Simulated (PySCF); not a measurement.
# HS (SMILES [SH]): UPBE/6-31G(d) (spherical functions)

Aim: the energy change on altering one bond length of HS at UPBE/6-31G* (spherical functions), from 2 runs. 

The results are computed with PySCF 2.14.0.

12 further runs of the same task are left out: 1 that didn't finish, 11 set aside as unsound or not needed.

## 1. The structure to begin with

HS: 2 atoms, total charge 0, spin state doublet. As SMILES, `[SH]`. Geometry: relaxed at PBE0-D4/def2-TZVP.

Bond lengths: S1–H2 1.346 Å.

## 2. The energy at UPBE/6-31G(d) (spherical functions)

File geometry.xyz:

```xyz
2

S      0.574560    -0.187810     0.295460
H     -0.574560     0.187810    -0.295460
```

File run.py:

```python
# [SH]
from pyscf import gto, dft

molecule = gto.M(
    atom='geometry.xyz',
    basis='6-31g*',
    max_memory=1860,
    spin=1,
    verbose=3,
)

mf = dft.UKS(molecule, xc='pbe')
mf.grids.level = 5
mf.conv_tol = 1e-10
mf.kernel()
if not mf.converged:
    mf = mf.newton().run(mf.mo_coeff, mf.mo_occ)

etot = mf.e_tot
print('Final energy', etot)
```

Run with:

```
OMP_NUM_THREADS=1 python run.py
```

What it wrote:

```text
converged SCF energy = -398.539543304224  <S^2> = 0.75223066  2S+1 = 2.0022294
Final energy -398.53954330422414
```

It took 2.5 s on 1 thread of AMD EPYC 7R43 (Zen 3), shared host; peak memory 0.17 GiB.

## 3. The distorted shape at the same level

File job.py:

```python
from pyscf import gto, dft

system = gto.Mole()
system.atom = '''
S      2.823049    -0.922787     1.451716
H     -1.085761     0.354909    -0.558338
'''
system.verbose = 3
system.max_memory = 1860
system.unit = 'bohr'
system.spin = 1
system.basis = '6-31g*'
system.build()

myscf = dft.UKS(system, xc='pbe')
myscf.grids.level = 5
myscf.conv_tol = 1e-10
myscf.kernel()
if not myscf.converged:
    myscf = myscf.newton().run(myscf.mo_coeff, myscf.mo_occ)

e_final = myscf.e_tot
print('Final energy', e_final)
```

Run with:

```
OMP_NUM_THREADS=1 python job.py
```

What it wrote:

```text
SCF not converged.
SCF energy = -398.420818484823 after 50 cycles  <S^2> = 0.83732359  2S+1 = 2.0854962
converged SCF energy = -398.428438310214  <S^2> = 1.1926104  2S+1 = 2.4021743
Final energy -398.4284383102139
```

Wall time 13 s (1 thread of AMD EPYC 7R43 (Zen 3), shared host); peak memory 0.26 GiB.

## 4. Summary of results

Level: UPBE/6-31G* (spherical functions).

```
                                                         quantity          value
                                        first shape: total energy  -398.53954 Eh
                                       first shape: dipole moment         1.10 D
                  first shape: HOMO energy (highest over α and β)       -5.99 eV
                   first shape: LUMO energy (lowest over α and β)       -5.69 eV
                                                first shape: ⟨S²⟩          0.752
                                    distorted shape: total energy  -398.42844 Eh
                                   distorted shape: dipole moment         0.81 D
              distorted shape: HOMO energy (highest over α and β)       -5.81 eV
               distorted shape: LUMO energy (lowest over α and β)       -5.46 eV
                                            distorted shape: ⟨S²⟩          1.193
energy change with the S1–H2 bond stretched from 1.346 to 2.422 Å       3.023 eV
```

In words: With the S1–H2 bond stretched from 1.346 to 2.422 Å the energy rises by 3.02 eV (70 kcal/mol). The first shape isn't relaxed at this level, so the change isn't measured from a minimum. ⟨S²⟩ (distorted shape) is 1.19 where a pure doublet has 0.75: the reference is spin-contaminated.
